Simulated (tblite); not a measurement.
Record of a relaxation.

Species: C4H8NP.
Atom-mapped SMILES: `[CH:1]#[C:2][CH2:3][P:4]([CH3:5])[NH2:6]` (hydrogens: H7 on C1; H8, H9 on C3; H10, H11, H12 on C5; H13, H14 on N6)

Computed with GFN2-xTB (tblite), gas phase: L-BFGS steps from a force-field or distance-geometry start until the largest atomic force falls under 0.01 eV/Å. 13 of its 60 geometries are shown.

Step 0: E = -490.0427 eV, largest atomic force 1.008 eV/Å
```
atom  x, y, z in Å  |  force x, y, z in eV/Å
C1      3.178    0.011   -0.305   -0.946  -0.240   0.169
C2      2.049   -0.353   -0.067    0.798   0.058   0.057
C3      0.705   -0.827    0.259    0.442   0.557   0.016
P4     -0.523    0.155   -0.763   -0.140  -0.570  -0.819
C5     -2.083   -0.564   -0.075   -0.379  -0.203  -0.024
N6     -0.530    1.619    0.108    0.351   0.523   0.534
H7      4.159    0.347   -0.530   -0.433  -0.136   0.081
H8      0.607   -1.880    0.006    0.006  -0.134  -0.227
H9      0.494   -0.721    1.327    0.058   0.198   0.046
H10    -2.951   -0.004   -0.448    0.281  -0.085   0.024
H11    -2.106   -0.544    1.010    0.101   0.108   0.159
H12    -2.195   -1.605   -0.403    0.111   0.269  -0.027
H13     0.381    2.082    0.056   -0.072  -0.241   0.053
H14    -1.184    2.284   -0.291   -0.176  -0.104  -0.043
```

Step 5: E = -490.1036 eV, largest atomic force 0.323 eV/Å
```
atom  x, y, z in Å  |  force x, y, z in eV/Å
C1      3.157    0.012   -0.304    0.232   0.110  -0.059
C2      2.054   -0.369   -0.043   -0.299  -0.089   0.082
C3      0.712   -0.810    0.253   -0.046   0.153  -0.007
P4     -0.533    0.145   -0.789    0.059  -0.093  -0.043
C5     -2.087   -0.570   -0.068   -0.015  -0.007  -0.063
N6     -0.524    1.615    0.120    0.113   0.063   0.018
H7      4.129    0.337   -0.525    0.000  -0.003   0.004
H8      0.614   -1.865   -0.011   -0.033  -0.095  -0.067
H9      0.500   -0.692    1.320   -0.068   0.120  -0.020
H10    -2.938   -0.004   -0.451    0.062  -0.018   0.032
H11    -2.092   -0.532    1.019    0.068   0.036  -0.003
H12    -2.190   -1.601   -0.410    0.020   0.047   0.043
H13     0.390    2.065    0.059   -0.101  -0.154   0.017
H14    -1.191    2.268   -0.287    0.005  -0.072   0.065
```

Step 10: E = -490.1164 eV, largest atomic force 0.207 eV/Å
```
atom  x, y, z in Å  |  force x, y, z in eV/Å
C1      3.147    0.022   -0.304   -0.149  -0.056   0.047
C2      2.045   -0.367   -0.034    0.169   0.086  -0.084
C3      0.699   -0.801    0.247    0.071  -0.081  -0.014
P4     -0.528    0.136   -0.808   -0.058   0.075  -0.041
C5     -2.075   -0.568   -0.073    0.020  -0.009   0.015
N6     -0.518    1.591    0.124   -0.029  -0.086  -0.008
H7      4.125    0.335   -0.522   -0.029   0.003   0.016
H8      0.603   -1.861   -0.024   -0.012   0.078   0.142
H9      0.470   -0.643    1.308   -0.061  -0.052  -0.080
H10    -2.925   -0.002   -0.447   -0.039   0.031  -0.024
H11    -2.062   -0.514    1.014    0.055   0.021  -0.007
H12    -2.184   -1.598   -0.400   -0.016  -0.076   0.002
H13     0.396    2.027    0.064    0.069   0.040   0.003
H14    -1.193    2.245   -0.263    0.009   0.025   0.032
```

Step 15: E = -490.1222 eV, largest atomic force 0.065 eV/Å
```
atom  x, y, z in Å  |  force x, y, z in eV/Å
C1      3.144    0.026   -0.301    0.027   0.006  -0.005
C2      2.041   -0.360   -0.040   -0.040  -0.032   0.008
C3      0.697   -0.797    0.237   -0.044  -0.004  -0.013
P4     -0.531    0.136   -0.826   -0.004  -0.016  -0.011
C5     -2.071   -0.571   -0.079    0.000   0.002  -0.009
N6     -0.512    1.576    0.126    0.012   0.026  -0.002
H7      4.122    0.338   -0.518    0.010   0.022   0.007
H8      0.597   -1.859    0.000    0.028  -0.057  -0.012
H9      0.442   -0.630    1.288    0.016   0.039   0.015
H10    -2.923    0.000   -0.446   -0.005  -0.042   0.009
H11    -2.034   -0.502    1.007    0.001   0.003  -0.016
H12    -2.186   -1.607   -0.391   -0.014   0.022   0.008
H13     0.404    2.013    0.067    0.002   0.006   0.000
H14    -1.189    2.239   -0.241    0.009   0.026   0.020
```

Step 20: E = -490.1233 eV, largest atomic force 0.020 eV/Å
```
atom  x, y, z in Å  |  force x, y, z in eV/Å
C1      3.142    0.025   -0.300   -0.003   0.001   0.001
C2      2.039   -0.364   -0.043   -0.003  -0.004  -0.011
C3      0.693   -0.801    0.233    0.015   0.005  -0.001
P4     -0.533    0.136   -0.832    0.012  -0.003   0.011
C5     -2.071   -0.571   -0.081   -0.013   0.000   0.000
N6     -0.509    1.575    0.124    0.009  -0.003   0.000
H7      4.119    0.343   -0.513   -0.014   0.006   0.012
H8      0.601   -1.868    0.005   -0.014   0.014   0.001
H9      0.441   -0.620    1.283    0.007  -0.002  -0.013
H10    -2.928   -0.008   -0.446   -0.018   0.006  -0.003
H11    -2.028   -0.498    1.004   -0.008   0.002   0.007
H12    -2.189   -1.608   -0.388    0.016  -0.010   0.001
H13     0.407    2.012    0.067    0.004  -0.008  -0.009
H14    -1.186    2.245   -0.231    0.010  -0.003   0.003
```

Step 25: E = -490.1237 eV, largest atomic force 0.041 eV/Å
```
atom  x, y, z in Å  |  force x, y, z in eV/Å
C1      3.141    0.026   -0.299   -0.012   0.003   0.004
C2      2.037   -0.367   -0.048    0.017   0.011  -0.004
C3      0.692   -0.802    0.230   -0.013  -0.013  -0.001
P4     -0.534    0.135   -0.831   -0.032   0.020  -0.016
C5     -2.074   -0.571   -0.081    0.018   0.002   0.008
N6     -0.504    1.574    0.125   -0.001  -0.005   0.003
H7      4.116    0.349   -0.507    0.015   0.007  -0.001
H8      0.597   -1.868    0.006   -0.009  -0.008  -0.001
H9      0.443   -0.616    1.280    0.000  -0.005   0.016
H10    -2.934   -0.011   -0.446    0.017  -0.017  -0.004
H11    -2.030   -0.496    1.004   -0.012   0.001   0.001
H12    -2.184   -1.610   -0.386   -0.006   0.009   0.002
H13     0.413    2.009    0.063    0.018  -0.003  -0.005
H14    -1.180    2.246   -0.227    0.000  -0.002  -0.002
```

Step 30: E = -490.1240 eV, largest atomic force 0.022 eV/Å
```
atom  x, y, z in Å  |  force x, y, z in eV/Å
C1      3.139    0.029   -0.298    0.006   0.008   0.000
C2      2.036   -0.367   -0.052   -0.013  -0.005   0.006
C3      0.691   -0.803    0.228   -0.003   0.007  -0.003
P4     -0.537    0.137   -0.832    0.012  -0.016   0.010
C5     -2.074   -0.571   -0.080   -0.006  -0.003   0.000
N6     -0.499    1.574    0.126    0.003   0.007  -0.002
H7      4.115    0.354   -0.503   -0.004   0.000  -0.001
H8      0.592   -1.869    0.006    0.004   0.001  -0.009
H9      0.445   -0.615    1.278   -0.004  -0.005  -0.008
H10    -2.936   -0.017   -0.448    0.003   0.002  -0.005
H11    -2.035   -0.494    1.006    0.000   0.003   0.002
H12    -2.181   -1.610   -0.383    0.001  -0.003   0.008
H13     0.419    2.005    0.059   -0.003  -0.002  -0.001
H14    -1.176    2.247   -0.224    0.005   0.008   0.002
```

Step 34: E = -490.1241 eV, largest atomic force 0.027 eV/Å
```
atom  x, y, z in Å  |  force x, y, z in eV/Å
C1      3.137    0.032   -0.297   -0.011  -0.003   0.003
C2      2.035   -0.368   -0.053    0.015   0.006   0.000
C3      0.690   -0.803    0.226    0.002  -0.011   0.006
P4     -0.537    0.136   -0.831   -0.017   0.016  -0.013
C5     -2.075   -0.571   -0.078    0.001   0.002  -0.001
N6     -0.497    1.574    0.125   -0.002  -0.009  -0.001
H7      4.113    0.357   -0.500    0.001   0.004  -0.002
H8      0.590   -1.869    0.004    0.008  -0.001  -0.006
H9      0.444   -0.616    1.276   -0.007  -0.007   0.011
H10    -2.936   -0.019   -0.450   -0.002   0.005   0.001
H11    -2.037   -0.492    1.007   -0.001   0.004  -0.005
H12    -2.180   -1.611   -0.380    0.003  -0.006   0.010
H13     0.423    2.002    0.056    0.004   0.004   0.001
H14    -1.172    2.250   -0.222    0.006  -0.002  -0.003
```

Step 39: E = -490.1243 eV, largest atomic force 0.033 eV/Å
```
atom  x, y, z in Å  |  force x, y, z in eV/Å
C1      3.135    0.037   -0.295    0.014   0.000  -0.004
C2      2.034   -0.367   -0.051   -0.019  -0.001   0.009
C3      0.689   -0.806    0.225   -0.008   0.010  -0.008
P4     -0.540    0.136   -0.833    0.017  -0.024   0.015
C5     -2.075   -0.572   -0.076   -0.004   0.006  -0.001
N6     -0.493    1.574    0.124    0.004   0.008   0.002
H7      4.110    0.362   -0.499   -0.002   0.006   0.001
H8      0.592   -1.871   -0.004    0.003  -0.002  -0.002
H9      0.440   -0.624    1.275    0.002  -0.008  -0.012
H10    -2.936   -0.022   -0.454   -0.009  -0.011   0.005
H11    -2.041   -0.486    1.008    0.005   0.013  -0.003
H12    -2.178   -1.615   -0.370    0.002   0.016  -0.002
H13     0.428    1.999    0.053    0.000  -0.007   0.006
H14    -1.165    2.254   -0.221   -0.006  -0.006  -0.006
```

Step 44: E = -490.1248 eV, largest atomic force 0.021 eV/Å
```
atom  x, y, z in Å  |  force x, y, z in eV/Å
C1      3.126    0.048   -0.290   -0.009   0.001   0.004
C2      2.027   -0.360   -0.045    0.013   0.002  -0.017
C3      0.684   -0.813    0.218    0.009  -0.017   0.006
P4     -0.542    0.134   -0.834   -0.017   0.007  -0.007
C5     -2.079   -0.567   -0.071   -0.003   0.002   0.013
N6     -0.479    1.572    0.122   -0.006  -0.014  -0.007
H7      4.099    0.383   -0.491    0.002   0.005   0.006
H8      0.599   -1.876   -0.027   -0.004  -0.008  -0.002
H9      0.428   -0.650    1.269    0.000  -0.001   0.008
H10    -2.946   -0.038   -0.462    0.005   0.008  -0.011
H11    -2.050   -0.458    1.011    0.011   0.013   0.013
H12    -2.170   -1.618   -0.342    0.001  -0.001  -0.009
H13     0.448    1.983    0.047   -0.007   0.008   0.008
H14    -1.145    2.259   -0.222    0.004  -0.005  -0.005
```

Step 49: E = -490.1250 eV, largest atomic force 0.024 eV/Å
```
atom  x, y, z in Å  |  force x, y, z in eV/Å
C1      3.123    0.053   -0.287    0.002   0.006   0.001
C2      2.025   -0.359   -0.046   -0.007  -0.013   0.000
C3      0.684   -0.819    0.215   -0.007   0.005  -0.011
P4     -0.544    0.132   -0.835    0.008  -0.018   0.013
C5     -2.081   -0.565   -0.068    0.006   0.002  -0.008
N6     -0.477    1.569    0.120   -0.002   0.008   0.003
H7      4.095    0.393   -0.487   -0.002   0.005   0.006
H8      0.602   -1.880   -0.036   -0.002  -0.001   0.001
H9      0.426   -0.662    1.268    0.011  -0.001  -0.013
H10    -2.948   -0.041   -0.467    0.012   0.004   0.010
H11    -2.050   -0.444    1.014   -0.005  -0.003  -0.019
H12    -2.167   -1.617   -0.332   -0.005   0.009   0.018
H13     0.451    1.980    0.048    0.000  -0.003   0.005
H14    -1.138    2.259   -0.225   -0.008   0.000  -0.005
```

Step 54: E = -490.1254 eV, largest atomic force 0.016 eV/Å
```
atom  x, y, z in Å  |  force x, y, z in eV/Å
C1      3.113    0.069   -0.280    0.005  -0.002  -0.002
C2      2.019   -0.362   -0.051    0.010   0.001   0.007
C3      0.681   -0.831    0.205    0.008  -0.004   0.002
P4     -0.546    0.127   -0.837   -0.002   0.007  -0.004
C5     -2.081   -0.559   -0.062   -0.006  -0.004   0.002
N6     -0.470    1.565    0.117    0.002  -0.001  -0.002
H7      4.084    0.417   -0.472    0.004   0.007   0.002
H8      0.605   -1.890   -0.055   -0.008   0.000  -0.005
H9      0.424   -0.685    1.259    0.000   0.002   0.001
H10    -2.948   -0.046   -0.474   -0.005   0.003  -0.002
H11    -2.055   -0.414    1.016    0.005   0.000   0.003
H12    -2.163   -1.617   -0.301   -0.014  -0.007   0.001
H13     0.462    1.967    0.051    0.002   0.001  -0.001
H14    -1.125    2.258   -0.233    0.000  -0.003  -0.001
```

Step 59: E = -490.1255 eV, largest atomic force 0.007 eV/Å
```
atom  x, y, z in Å  |  force x, y, z in eV/Å
C1      3.114    0.070   -0.280    0.001  -0.001   0.003
C2      2.021   -0.363   -0.050    0.000  -0.001  -0.003
C3      0.682   -0.833    0.203   -0.002   0.003   0.000
P4     -0.546    0.126   -0.838   -0.001  -0.006   0.001
C5     -2.082   -0.558   -0.061    0.002   0.001   0.001
N6     -0.469    1.564    0.116   -0.001  -0.003  -0.001
H7      4.083    0.423   -0.469    0.000   0.002   0.002
H8      0.603   -1.892   -0.060    0.005   0.004   0.000
H9      0.425   -0.689    1.257   -0.001  -0.002   0.000
H10    -2.949   -0.045   -0.475    0.002   0.000   0.004
H11    -2.055   -0.409    1.017   -0.002  -0.001  -0.001
H12    -2.168   -1.617   -0.296   -0.004   0.005  -0.002
H13     0.463    1.966    0.052   -0.002  -0.001  -0.005
H14    -1.123    2.257   -0.235    0.002   0.001   0.002
```

**Question.** Summarise the path.

**Answer.** The energy falls by 1.91 kcal/mol from step 0 to step 59; nine tenths of that is first reached at step 11. It falls at every step. The largest force goes from 1.008 to 0.007 eV/Å. Among the bonds P4–N6 changes most, from 1.704 to 1.727 Å; the atoms move by 0.093 Å rms after alignment.

**Question.** Follow the three bonds and two angles with the largest change from start to end.

**Answer.** 
```tsv
step	E above end (kcal/mol)	largest force (eV/Å)	P4–N6 (Å)	C2–C3 (Å)	C1≡C2 (Å)	C3–P4–N6 (°)	P4–C3–H9 (°)
0	1.91	1.008	1.704	1.462	1.210	100.0	110.8
3	0.82	0.279	1.738	1.447	1.201	98.3	111.0
5	0.51	0.323	1.729	1.443	1.195	97.8	110.9
8	0.34	0.204	1.729	1.440	1.198	97.1	110.7
10	0.21	0.207	1.728	1.442	1.199	96.5	109.7
13	0.11	0.139	1.725	1.442	1.197	95.9	108.6
15	0.08	0.065	1.726	1.441	1.197	95.5	108.4
18	0.06	0.064	1.728	1.442	1.198	95.4	108.4
21	0.05	0.017	1.728	1.442	1.197	95.4	108.1
23	0.05	0.026	1.728	1.441	1.197	95.4	108.0
26	0.04	0.032	1.728	1.441	1.198	95.2	108.1
28	0.04	0.014	1.728	1.442	1.198	95.1	108.1
31	0.03	0.016	1.727	1.441	1.198	95.1	108.0
33	0.03	0.017	1.728	1.441	1.198	95.1	108.0
36	0.03	0.022	1.728	1.441	1.198	95.1	108.0
38	0.03	0.017	1.728	1.441	1.198	95.1	108.0
41	0.02	0.056	1.727	1.441	1.197	95.0	108.1
44	0.02	0.021	1.728	1.441	1.198	95.0	108.1
46	0.01	0.024	1.728	1.442	1.198	95.0	108.1
49	0.01	0.024	1.727	1.441	1.198	95.0	108.1
51	0.01	0.041	1.727	1.441	1.198	95.0	108.3
54	0.00	0.016	1.727	1.441	1.198	95.1	108.3
56	0.00	0.015	1.727	1.441	1.198	95.1	108.2
59	0.00	0.007	1.727	1.441	1.198	95.2	108.3
```

The cost below is that of the whole relaxation. On one thread, Arm Neoverse V1 (aarch64), on a shared host, this took 0.28 s.
